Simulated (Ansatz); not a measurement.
System: C2H2F, charge 0, doublet. C2H2F (SMILES C=[C]F, doublet).
B3LYP-D3(BJ)/def2-TZVP minimum from Ansatz (a first-principles code):
```xyz
5

C     -0.0030     0.4279    -0.0061
C      1.2000    -0.0902     0.0004
F     -1.1765    -0.1568     0.0031
H      1.3403    -1.1676     0.0158
H      2.0667     0.5527    -0.0094
```
Charge 0, spin multiplicity 2.

Total energies in hartree (Ansatz). UHF or UKS for unpaired electrons; spin-orbit terms are left out. Correlated methods leave the cores frozen. No relativity. For partners of very few electrons the exact lower level stands in for a higher one. The UHF reference of C2H2F (C=[C]F, doublet) is spin-contaminated (<S^2> up to 0.18 over the pure value in the sets run).

```csv
species,HF/cc-pVTZ,CCSD(T)/cc-pVTZ,HF/cc-pVQZ,CCSD(T)/cc-pVQZ,CCSD(T)/cc-pVDZ,CCSDT(Q)/cc-pVDZ
"1: C2H2F (SMILES C=[C]F, doublet)",-176.30673,-176.88275,-176.32016,-176.93599,-176.70669,-176.70917
2: C (triplet),-37.69157,-37.78076,-37.69331,-37.78654,-37.76038,-37.76071
3: F (doublet),-99.40552,-99.62036,-99.41377,-99.65026,-99.52757,-99.52776
4: H (doublet),-0.49981,-0.49981,-0.49995,-0.49995,-0.49928,-0.49928
```

Work out the atomisation energy (electronic, to ground-state atoms) in kJ/mol: take Hartree-Fock from cc-pVQZ, extrapolate the CCSD(T) correlation energy as X^-3 (X = 3, 4), and add CCSDT(Q) - CCSD(T) in cc-pVDZ. 1 hartree = 2625.5 kJ/mol.


Species 1: correlation (64·(-0.61583) - 27·(-0.57602))/37 = -0.64488; step -0.00248; E1 = -176.32016 + (-0.64488) + (-0.00248) = -176.96752
Species 2: correlation (64·(-0.09323) - 27·(-0.08919))/37 = -0.09618; step -0.00033; E2 = -37.69331 + (-0.09618) + (-0.00033) = -37.78982
Species 3: correlation (64·(-0.23649) - 27·(-0.21484))/37 = -0.25229; step -0.00019; E3 = -99.41377 + (-0.25229) + (-0.00019) = -99.66625
Species 4: correlation (64·(0.00000) - 27·(0.00000))/37 = 0.00000; step +0.00000; E4 = -0.49995 + (0.00000) + (+0.00000) = -0.49995
-1·E1 +2·E2 +1·E3 +2·E4 = 0.72173 hartree = 1894.9 kJ/mol.
